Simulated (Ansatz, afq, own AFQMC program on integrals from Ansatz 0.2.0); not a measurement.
# CHSi, doublet: AFQMC among the cluster methods

```xyz
3

Si    0.0000    0.0000   -1.9458
C     0.0000    0.0000    0.4332
H     0.0000    0.0000    1.5126
```

Connectivity, by distances: Si ··· CH.

Basis 6-31G. Noble-gas cores (and the filled d shells of Ga–Kr and In–Xe) are frozen. Ansatz 0.2.0 and our own AFQMC program on the same integrals; the CISD trial comes from CCSD amplitudes, and released means the phaseless constraint is let go. Uncertainties: one standard error, sampling alone.

Determinant: UHF, the one that the program's search chose, which needn't be the lowest solution. The geometry is a point of a scan.

Full CI on the same integrals is exact in this basis and with this determinant's frozen core.

Cautions: strong correlation (T1 0.074, weight of the determinant 0.76, largest double 0.21); unrestricted determinant spin contaminated (⟨S²⟩ 1.88 against 0.75); CCSD(T) is in doubt: in a space of 9 electrons in 8 natural orbitals full CI lies 82 meV below it; the released energies are still falling, so no released level is given (meV from the phaseless value at times in 1/Eh: -10 ± 9 at 0.24, -17 ± 7 at 0.51, -29 ± 7 at 0.99, -46 ± 7 at 1.62, -61 ± 9 at 2.40).

```
T1 diagnostic                               : 0.0735
weight of the determinant in the CISD state : 0.765
⟨S²⟩ of the determinant                     : 1.880
size of the correlated space                : 9 electrons in 18 orbitals
```

Reference: full CI, correlation energy -3.263 eV. The cautions show a poor starting determinant, so the rows tell how each method copes with it here, and full CI is the sure value.

| level | E − E(reference) (kJ/mol) | share of correlation (%) |
| --- | --- | --- |
| HF | 314.8 | 0.00 |
| MP2 | 119.7 | 61.99 |
| CCSD | 25.6 | 91.88 |
| CCSD(T) | 14.3 | 95.46 |
| CCSDT | 4.3 | 98.63 |
| CCSDT(Q) | 0.7 | 99.79 |
| CCSDTQ | 0.6 | 99.81 |
| ph-AFQMC/CISD | 4.0 ± 0.8 | 98.72 |

CCSDT and higher add their correlation energy to the determinant of the CCSD(T) run, since their own runs factorise the integrals more tightly (a shift of under 2 meV). A walk keeps the symmetry of its determinant, which the program's search chose and which needn't be the lowest solution, so a lower state of the same spin and another symmetry isn't excluded.
